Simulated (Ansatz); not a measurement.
in.yaml

```yaml
crystal:
  periodic: [false, false, false]
  atoms:
    - {symbol: C, position_ang: [0.000019, 0.093361, -0.430570]}
    - {symbol: P, position_ang: [0.000000, 0.456451, 1.162034]}
    - {symbol: Ga, position_ang: [0.000001, 0.328493, -2.438501]}
    - {symbol: H, position_ang: [-0.000020, -0.878305, 1.707037]}
basis:
  gaussian: {orbitals: cc-pVDZ, point_charges: [{charge: -1.00, position_ang: [4.433, -0.649, -0.928]}]}
total_charge: 1
magnetization: {spin_polarized: true, initial_magnetization: 0}
correlation: {method: mp2, electrons: outside_noble_gas}
scf: {lower_state_search: full}
output: {forces: true}
```

```sh
$ ansatz run in.yaml --threads 1 --pin off --events-out ev --progress --plain --max-ram 2393MiB
```

Log:

```
692 factors; integrals over basis functions are off by at most 1.4e-3 eV
mean field evaluation 1: about -62640.2689 eV, gradient 2.2e1 eV
mean field evaluation 2: about -62640.2767 eV, gradient 2.2e1 eV
mean field evaluation 4: about -62644.2383 eV, gradient 3.3e0 eV
mean field evaluation 8: about -62644.5962 eV, gradient 2.0e-1 eV
mean field evaluation 16: about -62644.6644 eV, gradient 4.9e-1 eV
mean field evaluation 32: about -62644.7677 eV, gradient 1.5e-2 eV
mean field evaluation 64: about -62644.6622 eV, gradient 9.2e-1 eV
mean field evaluation 96: about -62644.6716 eV, gradient 8.7e-1 eV
mean field evaluation 128: about -62644.4253 eV, gradient 1.9e0 eV
mean field evaluation 160: about -62644.5694 eV, gradient 6.1e-1 eV
mean field evaluation 192: about -62644.7677 eV, gradient 3.7e-3 eV
mean field evaluation 224: about -62644.7369 eV, gradient 3.5e-1 eV
mean field -62644.80040001 eV, -2302.1539525295 hartree, gradient 2.4e-6 eV, S^2 0.857427; 21 other end points of the search recorded, 0 dependent functions left out
20 core orbitals not correlated: weight in the atoms' cores, before any rotation towards them, 0.996 or more for the frozen orbitals, at most 0.003 for the correlated occupied ones
reference -62644.80040001 eV, -2302.1539525295 hartree; 6, 6 occupied and 38, 38 virtual orbitals, 692 factors
second order -6.31345734 eV of doubles, -0.00000000 eV of singles
the calculation of the forces begins
Total energy: -62651.11385735 eV, -2302.3859678075 hartree
Atom 0 at     0.000019     0.093361    -0.430570 Å, force    -0.084516    -0.100954     5.069821 eV/Å
Atom 1 at     0.000000     0.456451     1.162034 Å, force     0.169162    -0.329509    -2.681397 eV/Å
Atom 2 at     0.000001     0.328493    -2.438501 Å, force     0.364666     0.287427    -2.002555 eV/Å
Atom 3 at    -0.000020    -0.878305     1.707037 Å, force     0.118905     0.040745    -0.402541 eV/Å
Dipole moment:     0.232559    -0.254818     0.887230 e Å
```

Forces (eV/Å):
```
C   -0.085 -0.101  5.070
P    0.169 -0.330 -2.681
Ga   0.365  0.287 -2.003
H    0.119  0.041 -0.403
```

Ran on 1 thread of Arm Neoverse V1, shared host: 16 s wall, 0.15 GiB peak host memory.
